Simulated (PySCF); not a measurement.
C5H11S (doublet state).
Z-matrix (Å and degrees, GFN2-xTB geometry), rows numbered from 1:
```
C 
C   1  1.5223
C   2  1.5403  1  111.45
C   3  1.4797  2  112.43  1   179.98
C   4  1.4288  3  122.76  2   115.04
S   5  1.9498  4  110.23  3   -85.90
H   1  1.0873  2  110.40  3   178.47
H   1  1.0879  2  110.62  3   -61.53
H   1  1.0880  2  110.69  3    58.56
H   2  1.0914  1  109.73  3   120.95
H   2  1.0919  1  109.75  3  -121.03
H   3  1.0928  2  109.57  1   -57.10
H   3  1.0971  2  107.40  1    59.60
H   4  1.0788  3  117.39  2   -51.86
H   5  1.0864  4  114.96  3    29.80
H   5  1.0859  4  114.70  3   161.48
H   6  1.3300  5   94.54  4    63.06
```

The hyperfine couplings belong to this conformer and change with its torsions.

The species is `CCC[CH]CS` [radical].

The calculation used UKS B3LYP, pcH-1 on C H S, non-relativistic, mean-field spin-orbit, GIAO in PySCF 2.14.0. The structure is a single GFN2-xTB conformer in the gas phase; no vibrational or solvent corrections. Couplings are sensitive to structure, and on GFN2-xTB geometries they can be far from those on DFT ones. The SCF solution wasn't tested for stability.

Principal values of hyperfine tensors in MHz (contact, dipolar and spin–orbit terms together), for some of the nuclei:

```csv
atom,isotope,A1,A2,A3
H13,1H,88.46,89.98,102.58
C4,13C,8.12,9.43,227.99
H14,1H,-87.45,-54.60,-18.32
C2,13C,44.90,45.12,57.66
H16,1H,28.58,31.36,41.95
C3,13C,-29.90,-27.43,-25.70
H15,1H,15.24,17.63,28.16
C5,13C,-26.45,-17.13,-12.24
```

Split each tensor into its isotropic and traceless parts, and turn a_iso into mT with g = 2.0025.

a_iso is a third of the trace, T = A − a_iso, and a(mT) = a(MHz)/(g × 13.996). The tensors hold a spin–orbit part: the run splits a_iso into a_FC + a_SO, and T includes its anisotropic share.

| atom | a_iso (MHz) | a_FC | a_SO | a_iso (mT) | T1 | T2 | T3 |
| --- | --- | --- | --- | --- | --- | --- | --- |
| H13 | 93.68 | 93.68 | 0.00 | 3.342 | -5.21 | -3.69 | 8.91 |
| C4 | 81.84 | 81.89 | -0.05 | 2.920 | -73.73 | -72.42 | 146.14 |
| H14 | -53.46 | -53.48 | 0.03 | -1.907 | -34.00 | -1.15 | 35.14 |
| C2 | 49.23 | 49.22 | 0.01 | 1.756 | -4.33 | -4.11 | 8.44 |
| H16 | 33.96 | 33.99 | -0.03 | 1.212 | -5.39 | -2.60 | 7.99 |
| C3 | -27.68 | -27.68 | 0.01 | -0.987 | -2.22 | 0.25 | 1.98 |
| H15 | 20.34 | 20.36 | -0.02 | 0.726 | -5.10 | -2.72 | 7.82 |
| C5 | -18.61 | -18.58 | -0.03 | -0.664 | -7.85 | 1.48 | 6.37 |

What spin density at the nucleus of H16 lies behind its contact coupling (g_N = 5.58569)?

a_FC = (2μ0/3) gₑ μB g_N μN ρ(0)/(2S·h) = 800.24 MHz × g_N × ρ(0)/(2S), with ρ in bohr⁻³. With a_FC = 33.99 MHz and 2S = 1, ρ(0) = 0.007604 bohr⁻³. In magnitude that is 2.4 % of the 1/π = 0.318 of a free hydrogen atom.

S6 (33S, g_N = 0.42921) isn't in the table. Its spin density at the nucleus is 0.0878 bohr⁻³. What is its contact coupling?

By the same relation, a_FC = 30.2 MHz. The spin–orbit term adds +0.10 MHz. Its full tensor has the principal values 5.43, 8.38, 76.96 MHz.

Name the largest traceless tensor T of the table and describe it.

C4: -73.7, -72.4, 146.1 MHz (the dipolar term alone has -73.6, -72.5, 146.1), axial, in the ratio −1:−1:+2, the form that spin in one p orbital centred on that nucleus gives.

What first-order splitting does H13 cause when the field lies along A1, A2 or A3 of its tensor (g taken as isotropic, no quadrupole term)?

2 lines (I = 1/2), spaced by |A_i|/(g × 13.996): 3.16, 3.21, 3.66 mT along the axes of A1, A2 and A3.
